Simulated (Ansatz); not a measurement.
**HCGe, quartet in cc-pVDZ: errors against UCCSDT(Q)**

Geometry: displaced at random from a stationary point.

```yaml
atoms:
  - { symbol: Ge, position_ang: [-0.0004, 0.0158, 0.3127] }
  - { symbol: C, position_ang: [-0.0013, -0.1513, -1.6800] }
  - { symbol: H, position_ang: [0.0467, 0.6647, -2.5174] }
```

Basis cc-pVDZ; Ansatz 0.2.0. Correlated methods freeze the noble-gas cores and the filled d shells of p-block atoms, which leaves 9 electrons in 31 orbitals. Prefix R: restricted or restricted open-shell reference; prefix U: unrestricted. Active spaces: valence = (9e, 9o) chosen from the atoms' valence shells. No spin–orbit coupling is included, and no scalar relativity.

Full CI isn't at hand for all of this; UCCSDT(Q) serves as the reference, and is uncertain by about the last step of the cluster series. The frozen core follows each run's orbitals, which can shift R against U totals by a few meV for light atoms and by up to 0.1 eV past Ca.

* UHF ⟨S²⟩: 3.778
* T1 diagnostic (RCCSD): 0.0300
* largest doubles amplitude (RCCSD): 0.051
* T1 diagnostic (UCCSD): 0.0295

```tsv
level	E − E(RHF) (eV)
UHF	-0.2034
UMP2	-3.9964
UCCSD	-4.9167
UCCSD(T)	-5.0537
```

Estimate how far UCCSDT(Q) in cc-pVDZ lies from UCCSD(T). The table doesn't fix it; the size of (T) and the diagnostics are the guide.

UCCSDT(Q) in cc-pVDZ lies 1.04 kcal/mol below UCCSD(T), which is 33 % of the (T) step (-3.16 kcal/mol). T1 is raised, and the rest is a large part of (T). The miss exceeds 1 kcal/mol.

The other levels:

```json
{"level": "UCCSDT", "E − E(UCCSDT(Q)) (kcal/mol)": "0.22", "share of correlation (%)": "99.81", "wall time": "–"}
```

The correlation energy at UCCSDT(Q), counted from RHF, is -5.099 eV. That run took 13 s on 1 thread of Arm Neoverse V2, shared host.

Run but not shown, since their state or frozen core can't be matched to the reference's or they repeat it: RHF, RMP2, CISD, RCCSD, RCCSD(T), BCCD(T), RCCSDT, RCCSDT(Q), CASSCF (valence space), NEVPT2 (valence space), MRCISD (valence space), MRCISD+Q (valence space).

Times hold each run's SCF and search for its determinant on a shared host, so for small cases they say little of a method's own cost; they ran on 1 thread of Arm Neoverse V2.

Natural occupations of CASSCF (valence space) about the gap: 1.979 1.970 1.947 1.003 1.000 0.991 0.048 0.034 0.028; effectively unpaired electrons, Σ n²(2−n)², 3.03.
